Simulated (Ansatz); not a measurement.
A made-up structure of CH₇Si₂ (charge +1), singlet:

```csv
atom,x (Å),y (Å),z (Å)
Si1,-1.0704,0.6233,-0.2932
C2,0.5323,-0.0274,-0.9687
Si3,0.8065,-0.6101,0.7730
H4,-2.2969,-0.1578,-0.5183
H5,-1.1661,2.0540,0.0369
H6,0.4281,-0.8229,-1.7056
H7,1.2285,0.7388,-1.3080
H8,0.5389,-2.0212,1.0925
H9,-0.6789,0.0380,1.2391
H10,-1.8134,1.0119,-1.4392
```

It is relaxed with PBE-D4/def2-SVP and then PBE0-D4/def2-TZVP (Ansatz 0.2.0). Atoms count as bonded within 1.22 times the sum of their covalent radii (H–H: 0.88 Å). The end point is not checked to be a true minimum.

(1) Does its bonding change? (A judgement: the text doesn't fix the answer.)

## Answers

(1) The calculation gives: Yes. Formed: Si3–H4; broken: Si1–H9.

Where it ends: The first stage lowers the energy by 3.88 eV in 16 steps. It ends as CH₇Si₂ ([H]1[SiH2]2[CH2][SiH2]12), total charge +1:
```
10
angstrom
Si -1.1776 0.8216 -0.9323
C 0.5718 0.1985 -0.9101
Si 0.0230 -0.7135 0.6118
H -1.5265 -0.0659 0.4586
H -1.4513 2.1684 -0.4067
H 0.8397 -0.4389 -1.7520
H 1.3269 0.9642 -0.7359
H -0.3226 -2.1387 0.4917
H 0.3648 -0.1536 1.9289
H -2.1398 0.1847 -1.8454
```

Labels in which every atom is bracketed show which atoms are joined, not bond orders.

For scale, one of the runs: PBE0-D4/def2-TZVP relaxation, 147 basis functions, launched by `ansatz run in.yaml --threads 2 --pin off --events-out ev --progress --plain --max-ram 4352MiB`. Hardware: 2 CPU threads of an Arm Neoverse V2, shared host. Wall time about 14 s.
